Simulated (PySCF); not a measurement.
## Ionisation energy of S by level of theory

S [Ne] 3s2 3p4 (3P) → S⁺ [Ne] 3s2 3p3 (4S), as a difference of total energies. Computed with PySCF 2.14 in aug-cc-pVQZ-DK (7s6p4d3f2g, 84 functions), with the spin-free X2C one-electron Hamiltonian (Gaussian nucleus). Correlated levels: valence: [Ne] frozen. The calculations carry no spin-orbit coupling.

```
           method  ionisation energy (eV)  plus first-order spin-orbit estimate  error of that sum (eV)
              UHF                   9.221                                 9.244                  -1.116
              LDA                  10.551                                10.575                  +0.215
              PBE                  10.415                                10.438                  +0.078
             PBE0                  10.389                                10.413                  +0.053
           r2SCAN                  10.362                                10.385                  +0.025
              M06                  10.328                                10.351                  -0.009
            B97-3                  10.465                                10.488                  +0.128
        BHandHLYP                  10.346                                10.369                  +0.009
             PW91                  10.482                                10.505                  +0.145
    MP2 (valence)                  10.085                                10.108                  -0.252
SCS-MP2 (valence)                  10.185                                10.208                  -0.152
```

Reference: 10.360 eV (measured; NIST Atomic Spectra Database, ionization energies).

A first-order spin-orbit estimate (lowest level to lowest level, LS coupling) adds 0.023 eV.

Errors of the correlated levels include the incompleteness of this basis and the frozen core.
